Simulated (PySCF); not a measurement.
Spin-rotation constants: SMILES S=[PH]1C=C1, C2H3PS

Cartesian coordinates in Å; atom numbers follow the order of the lines, from 1:
```xyz
7

S     2.0542    0.2423    1.5583
P     0.9088   -0.0698    0.0362
C    -0.8169   -0.6055    0.0525
C    -0.7029    0.6775   -0.2946
H     1.4413   -0.4490   -1.1934
H    -1.5688   -1.3287    0.2947
H    -1.3124    1.5382   -0.4809
```

Level of theory: GIAO wB97X-D/pcSseg-1 magnetisability, rotational g tensor and spin-rotation constants, non-relativistic, gas phase in PySCF. Geometry: GFN2-xTB.

(1) Give the nuclear spin-rotation constants along the inertial axes (H = +C I·J) beside the isotropic shieldings.

(2) How do the rotational constants and the g tensor change when H5, H6, H7 are replaced by deuterium?

Answers

(1) Rotational constants 16.5336, 2.8643, 2.8601 GHz. A star marks the isotopologue with that one atom substituted, in its own axes.
| atom | isotope | Caa (kHz) | Cbb (kHz) | Ccc (kHz) | mean (kHz) | σ (ppm) |
| --- | --- | --- | --- | --- | --- | --- |
| P2 | 31P | 15.848 | 3.827 | 3.821 | 7.832 | 469.0 |
| H5 | 1H | -1.689 | -0.027 | -0.027 | -0.581 | 25.0 |
| H6 | 1H | -0.521 | -0.066 | -0.066 | -0.218 | 22.5 |
| H7 | 1H | -0.531 | -0.065 | -0.065 | -0.221 | 22.5 |
| S1 | 33S* | 2.494 | 0.363 | 0.363 | 1.073 | 761.0 |
| C3 | 13C* | 6.919 | 1.075 | 0.799 | 2.931 | 23.4 |

Where two moments of inertia are equal or nearly so, the constants along those axes are given as their average.
For the geometry as given, no vibrational averaging.

(2) Constants 12.8151, 2.6469, 2.6444 GHz; g -0.0648, -0.0230, -0.0230, against -0.0804, -0.0246, -0.0246 before.
